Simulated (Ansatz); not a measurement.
**Li5NbO5: computed properties**

Computed with DFT PBEsol, scalar-relativistic, plane waves, PAW (Ansatz).

Plane waves to 420 eV, a k mesh through Γ of 6×6×4 on the computed 22-atom cell and Gaussian smearing (0.02 eV); no spin polarisation.

The structure is relaxed at this level of theory with its symmetry kept. Whether it is the stable form of this composition wasn't checked.

```cif
data_structure
_symmetry_space_group_name_H-M 'C2/c'
_symmetry_Int_Tables_number 15
_cell_length_a 5.6531
_cell_length_b 9.1917
_cell_length_c 8.9447
_cell_angle_alpha 90.000
_cell_angle_beta 104.455
_cell_angle_gamma 90.000
_cell_volume 450.07
loop_
_atom_site_label
_atom_site_type_symbol
_atom_site_symmetry_multiplicity
_atom_site_Wyckoff_symbol
_atom_site_fract_x
_atom_site_fract_y
_atom_site_fract_z
_atom_site_occupancy
Li1 Li 8 f 0.37447 0.32654 0.43986 1
Li2 Li 8 f 0.65945 0.88607 0.04322 1
Li3 Li 4 e 0.50000 0.16841 0.25000 1
Nb1 Nb 4 e 0.50000 0.58734 0.25000 1
O1 O 8 f 0.65845 0.66953 0.10654 1
O2 O 8 f 0.31385 0.11222 0.41231 1
O3 O 4 e 0.50000 0.38498 0.25000 1
```

**Question.** Formation energy from the elements' standard states (uncorrected)?

**Answer.** -2.295 eV/atom.

**Question.** Kohn–Sham band gap?

**Answer.** 3.95 eV, indirect from (0.417, -0.438, 0.385) to Γ.

**Question.** Löwdin character of the top 1 eV of the valence band?

**Answer.** O 2p 95 %.

**Question.** Löwdin character of the lowest 1 eV of the conduction band?

**Answer.** Nb 4d 58 %, O 2p 24 %, Li 2s 8 %, unprojected 5 %.

**Question.** Electron masses at the edge by Cartesian direction of the standard setting (m_e; degenerate bands sorted by energy; no spin-orbit coupling)?

**Answer.** x: 1.0; y: 0.70; z: 0.89.

**Question.** Hole masses at the edge by Cartesian direction of the standard setting (m_e; degenerate bands sorted by energy; no spin-orbit coupling)?

**Answer.** x: 1.5; y: over 30; z: 3.0.

**Question.** Bulk modulus?

**Answer.** 77 GPa.

**Question.** Its pressure derivative?

**Answer.** 4.4.

**Question.** Electronic dielectric constant xx, yy, zz of the standard setting (independent particles)?

**Answer.** 3.9, 3.8, 4.0.

Cost: 12 runs of about 46 core-minutes in all, on Intel Xeon 6975P-C (Granite Rapids) (shared hosts).